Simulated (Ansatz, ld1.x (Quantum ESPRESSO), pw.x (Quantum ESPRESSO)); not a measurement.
## gold: one change to the TM potential, in the atom and in the bcc crystal

ld1.x (Quantum ESPRESSO) 7.5 input, shortened:

```
&input
   title='Au', zed=79., rel=1, dft='PW', iswitch=3,
   config='[Xe] 4f14 5d10 6s0 6p0'
 /
 &inputp
   pseudotype=2, tm=.true., lloc=1,
   nlcc=.false.
 /
3
6S  1  0   0.00   0.00  2.25  2.25  0.0
5D  3  2  10.00   0.00  1.25  1.25  0.0
6P  2  1   0.00   0.00  3.05  3.05  0.0
 &test
   configts(1)='5d10 6s0 6p0'
 /
```

Change: wave 6p (bound): rc 3.05 bohr becomes 6p (bound): rc 2.18 bohr.

Cutoffs, loose and tight: the cutoffs (Ry, on a coarse ladder) from which the occupation-weighted sum of valence levels, in a spherical-Bessel basis at the reference potential, stays within 10 and 1 mRy of its value at 400 Ry. They do not see the model core or the augmentation charge, which bear on the density cutoff. Test errors are all-electron minus pseudo excitation energies from the reference, over the configurations 5d10 6s1 6p0; 5d9 6s0 6p0; 5d8 6s0 6p0; 5d10 6s0 6p1; 5d9 6s1 6p0; 5d9 6s1 6p1; 5d10 6s0.5 6p0 (two spin-polarised tests are not counted in the largest error); variants that change the core or the reference have their own tests.

Crystal test: bcc Au in pw.x 7.5, no spin, 14³ k-points, Fermi–Dirac smearing 0.01 Ry, cutoffs set for each file from its atomic test. The reference is all-electron LAPW (Ansatz 0.2.0) with the same functional, mesh and smearing; V0 and B0 come from Birch–Murnaghan fits to the pressures at five volumes. Errors are pseudo minus all-electron; Δ is the rms difference of the E(V) curves that follow from these fits, minima aligned, over ±6 % about the mean V0. Mesh and smearing are coarse, so the numbers serve the comparison and aren't converged zero-temperature values; the lattice is a test structure that the element need not adopt.

All-electron: a0 = 3.214 Å (V0 = 16.60 Å³/atom), B0 = 191.7 GPa.

Problem. Does the change bring the crystal closer to the all-electron result?

Solution. The mean pressure error goes from +15.10 to -37.80 GPa, so the change moves the solid further from the all-electron pressures. Neither pressure curve crosses zero within the volumes sampled, so no fits are given.

```tsv
quantity	base	changed
outcome (atom)	generated	generated
cutoff, loose (atom)	60 Ry	60 Ry
cutoff, tight (atom)	90 Ry	90 Ry
bound ghosts (atom)	none	s
largest test error (meV) (atom)	-511	-105 over the solved tests; 1 of 9 tests not solved or not reliable
cutoffs in pw.x (Ry)	110/440	110/440
mean pressure error (GPa)	+15.10	-37.80
```

Base: The largest radius (3.05 bohr) exceeds half the bond length (2.63 bohr), so the spheres overlap, which is one possible source of error among others. This is a poor potential for the solid. Changed file: This is a poor potential for the solid. Note: ghost state, extra bound levels that the all-electron valence spectrum of the same l lacks: s at -50.4 eV. A true bound ghost makes a file unfit for plane-wave use. Atomic configuration tests: 1 of 9 tests not solved or not reliable. The atomic cutoffs weigh occupied waves only.
